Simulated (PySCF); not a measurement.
```xyz
4

Si     0.0016    -0.0007     0.3450
H     -0.5898     1.2814    -0.1095
H      1.4036    -0.1300    -0.1218
H     -0.8154    -1.1506    -0.1138
```

Charge 0, multiplicity 2.

Problem. Give the Mulliken and meta-Löwdin atomic charges from TPSSh-D3(BJ)/def2-TZVP run with PySCF.

Solution. 
| atom | Mulliken (e) | meta-Löwdin (e) |
|---|---|---|
| Si1 | 0.02 | 0.23 |
| H2 | -0.01 | -0.08 |
| H3 | -0.01 | -0.08 |
| H4 | -0.01 | -0.08 |
